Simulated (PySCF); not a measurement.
Compound: thiirane, C2H4S.
Structure used (GFN2-xTB), in Å, numbered top down from 1:
```xyz
7
C2H4S angstrom
C      0.741   -0.070   -0.044
C     -0.739   -0.046   -0.077
S     -0.004    1.126    1.075
H      1.236   -0.902    0.438
H      1.287    0.358   -0.873
H     -1.233    0.399   -0.930
H     -1.283   -0.860    0.383
```

The calculation used TDDFT wB97X-D/def2-SVPD, vertical, gas phase, core orbitals frozen in the response in PySCF.

Kohn–Sham orbitals with the atoms that hold most of them (Löwdin shares over 4%, at most four atoms; ? is withheld):

| orbital | ε (eV) | atoms |
| --- | --- | --- |
| LUMO+2 | 2.69 | S3 55%, C2 13%, C1 13%, H7 5% |
| LUMO+1 | 2.33 | S3 64%, C1 8%, C2 8%, H4 5% |
| LUMO | 1.81 | ? |
| HOMO | ? | ? |
| HOMO-1 | -11.00 | S3 48%, C2 21%, C1 20% |
| HOMO-2 | -11.21 | S3 38%, C1 28%, C2 28% |
| HOMO-3 | -12.91 | C1 28%, C2 28%, H7 11%, H5 11% |

Q: Give the leading atoms of the LUMO.

A: S3 (bonded to 2 C) 62%; C2 (bonded to C, S and 2 H) 14%; C1 (bonded to C, S and 2 H) 14%. By element: sulfur 62%, carbon 27%.

Q: Give the leading atoms of the HOMO.

A: S3 (bonded to 2 C) 76%; C1 (bonded to C, S and 2 H) 9%; C2 (bonded to C, S and 2 H) 9%. By element: sulfur 76%, carbon 18%.

Q: What is the HOMO energy, and the HOMO–LUMO gap?

A: ε(HOMO) = -8.46 eV; the gap is 10.27 eV (0.3775 hartree).

Q: How does S1 compare with the orbital gap of 10.27 eV?

A: S1 is at 4.95 eV (f = 0.0000), 5.32 eV below the gap, made of HOMO→LUMO (90%), HOMO→LUMO+4 (9%). Without the coupling terms of the response equations the lowest excitation would equal the gap.

Q: Give energy, strength and leading configuration of S1, S6 and S8, and follow the Löwdin shares of the leading atoms from the occupied to the empty orbital.

A: 
- S1 (4.95 eV, f 0.0000), HOMO→LUMO (90%): S3 76% → 62%, C1 9% → 14%, C2 9% → 14%
- S6 (8.24 eV, f 0.068), HOMO-1→LUMO (78%): S3 48% → 62%, C2 21% → 14%
- S8 (8.28 eV, f 0.019), HOMO-2→LUMO (86%): S3 38% → 62%, C1 28% → 14%, C2 28% → 14%
